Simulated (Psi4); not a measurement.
This Psi4 input (B3LYP/def2-TZVPD) gives -56.58784 Eh with 64 basis functions.

```
memory 2025 MB

molecule {
0 1
N     0.00224146   -0.00382052    0.11155442
H    -0.00202883    0.95117179   -0.22808750
H     0.80949996   -0.46442426   -0.29287493
H    -0.82316134   -0.46000387   -0.25991854
}

set {
  basis def2-tzvpd
  scf_type df
}

energy('b3lyp')
print_variables()
```

Change:
```diff
- basis def2-tzvpd
+ basis 6-311++g(3df,3pd)
```

Question: What does the run give now?

Answer: -56.58755 Eh (B3LYP/6-311++G(3df,3pd), 93 functions), a change of +0.29 mEh.
